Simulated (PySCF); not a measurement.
**Computed and published core binding energies of `N#Cc1ccccc1`**

Measured values to reproduce (core binding energies): N 1s of N1 404.95 eV [1]. Sources and the comparison follow the method.

C7H5N.
Atom-mapped SMILES: `[N:1]#[C:2][c:3]1[cH:4][cH:5][cH:6][cH:7][cH:8]1`

Geometry (PBE0-D3(BJ)/def2-SVP, Å), atoms numbered from 1 in this order:
```
atom  x, y, z in Å
N1     3.5755    0.6780   -0.0188
C2     2.4337    0.4771   -0.0318
C3     1.0230    0.2278   -0.0484
C4     0.1222    1.3000    0.0392
C5    -1.2462    1.0523    0.0228
C6    -1.7209   -0.2553   -0.0800
C7    -0.8260   -1.3217   -0.1672
C8     0.5447   -1.0872   -0.1519
H9     0.5041    2.3192    0.1199
H10   -1.9476    1.8866    0.0913
H11   -2.7967   -0.4448   -0.0924
H12   -1.1986   -2.3451   -0.2482
H13    1.2535   -1.9144   -0.2198
```

Theory: PySCF, delta-SCF UKS SCAN, pcX-2 on the ionised atom, pcseg-1 elsewhere, spin-free X2C. Each binding energy is the total energy of the core-ionised species, with the hole localised on one atom, minus that of the ground state; both are solved self-consistently, so orbital relaxation is included.

| atom | environment | level | this calculation (eV) | reference (eV) | difference (eV) | source |
| --- | --- | --- | --- | --- | --- | --- |
| N1 | nitrile nitrogen | N 1s | 404.68 | 404.95 | -0.27 | [1] |

[1] measured, gas; Jolly, The use of core electron binding energies as bench marks for the comparison of valence shell ionization potentials, LBL-11396 (1980); values from Bakke, Chen, Jolly 1980

Problem. How far is it from the measured entries?

Solution. The one measured value differs by -0.27 eV, too little evidence for a typical error. The calculation is vertical and has no vibrational structure, and measured positions depend on the energy calibration.

Problem. What does the calculation give for the levels without a reference value here?

Solution. C2 C 1s 292.05 eV; C3 C 1s 291.80 eV; C4/C8 C 1s 291.01 eV; C5/C7 C 1s 290.96 eV; C6 C 1s 290.90 eV.

The listed C 1s values span 1.15 eV, from C6 (bonded to 2 C (aromatic in the SMILES) and H) to C2 (bonded to N (triple bond) and C). Summing the Pauling electronegativity differences to the bonded atoms, each weighted by its formal bond order, gives -0.35 for the lowest site and +1.47 for the highest; no listed site has a larger sum than the highest. The values 290.96 and 291.01 eV lie too close for their order to be trusted.

Atoms equivalent by their bonding share one computed value, that of the first of them. Spin contamination (⟨S²⟩ against 0.75 for a pure doublet) is marked for C 1s of C2 (0.87), which makes this value less certain. Isolated species at its PBE0-D3(BJ)/def2-SVP geometry, gas phase.
